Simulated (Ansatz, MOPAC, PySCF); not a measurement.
Ladder of methods for the band gap of diamond-structure Si

Reference value: 1.23 eV (measured, zero-point renormalisation of 0.06 eV added back here (the table's ZPR column); inputs from Chen et al. (2018), doi:10.1103/physrevmaterials.2.073803).

```json
[
 {"level (code)": "AM1 semi-empirical Hartree-Fock (MOPAC)", "value (eV)": "6.10", "cell (Å³/atom)": "20.01", "error (eV)": "+4.87"},
 {"level (code)": "LDA (Ansatz)", "value (eV)": "0.47 (indirect)", "cell (Å³/atom)": "20.01", "error (eV)": "-0.76"},
 {"level (code)": "PBE (Ansatz)", "value (eV)": "0.57 (indirect)", "cell (Å³/atom)": "20.01", "error (eV)": "-0.66"},
 {"level (code)": "PBE-D3(BJ) (Ansatz)", "value (eV)": "0.56 (indirect)", "cell (Å³/atom)": "19.92", "error (eV)": "-0.67"},
 {"level (code)": "r²SCAN (Ansatz)", "value (eV)": "0.76 (indirect)", "cell (Å³/atom)": "20.01", "error (eV)": "-0.47"},
 {"level (code)": "PBE0 (Ansatz)", "value (eV)": "1.76 (indirect)", "cell (Å³/atom)": "20.01", "error (eV)": "+0.53"},
 {"level (code)": "Hartree–Fock (Ansatz)", "value (eV)": "6.34 (indirect)", "cell (Å³/atom)": "20.01", "error (eV)": "+5.11"},
 {"level (code)": "evGW@PBE (PySCF)", "value (eV)": "1.41 ± 0.07", "cell (Å³/atom)": "20.01", "error (eV)": "+0.18"},
 {"level (code)": "G0W0@PBE (PySCF)", "value (eV)": "1.26 ± 0.04", "cell (Å³/atom)": "20.01", "error (eV)": "+0.03"}
]
```

Leaving aside AM1 semi-empirical Hartree-Fock (MOPAC) (doubt noted below): Once the reference is moved by up to 0.10 eV (a margin picked here for doubts on the reference and the settings) and values within 0.03 eV count as equal, the nearest can be G0W0@PBE (+0.03 eV) or evGW@PBE (+0.18 eV). Farthest off among them: Hartree–Fock (+5.11 eV). Within 0.3 eV: evGW@PBE, G0W0@PBE.

Published values of wave-function and many-body methods: 1.7 ± 0.1 eV (published DMC value, backflow, extrapolated, pseudopotential, static lattice; Yang et al. (2020), arXiv:1910.07531).

Semilocal Kohn–Sham gaps run low as a rule, and all computed gaps are for a static lattice, while measured ones hold electron–phonon shifts unless said otherwise.  A ± on a computed value is a rough bar: the spread of its extrapolation, a floor set from checks against published values, or a statistical error. AM1 semi-empirical Hartree-Fock (MOPAC): the gap is read on the k mesh or supercell of the run alone and can be too large. AM1 semi-empirical Hartree-Fock (MOPAC): the method was fitted mainly to molecules. AM1 semi-empirical Hartree-Fock (MOPAC): gaps of these semi-empirical methods are Hartree–Fock-like level differences, and their formation enthalpies are fitted 298 K values. Values are at the measured cell; PBE-D3(BJ) at the level's own equilibrium cell. Cutoffs and k meshes differ between the levels. Ansatz's density-functional and Hartree–Fock values are scalar-relativistic unless marked +SOC, with PAW data made under PBE.

Differences are worked out from the printed values.

Ansatz is a program for electronic structure.
